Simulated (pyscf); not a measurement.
Single points on ωB97X-D3(BJ)/def2-SVP structures (PySCF, gas phase).

Problem. For the elementary gas-phase step HO–PH₂ (SMILES OP) + H₂ (SMILES [H][H]) → PH₃ (SMILES P) + H₂O (SMILES O) (singlet surface; O–P, H–H broken, H–P, H–O formed), what barrier and reaction energy does PBE/def2-TZVP give, measured from the separated reactants?

Solution. ΔE‡ = 209.7 kJ/mol, ΔE = -36.2 kJ/mol. ωB97M-D3(BJ)/def2-TZVP gives 247.4 kJ/mol and -34.0 kJ/mol. Zero-point energy shifts the barrier by +7.9 kJ/mol. It is a four-centre exchange, with an imaginary mode of 1410i cm⁻¹. This is the saddle that the search found; another between the same sides may lie lower.
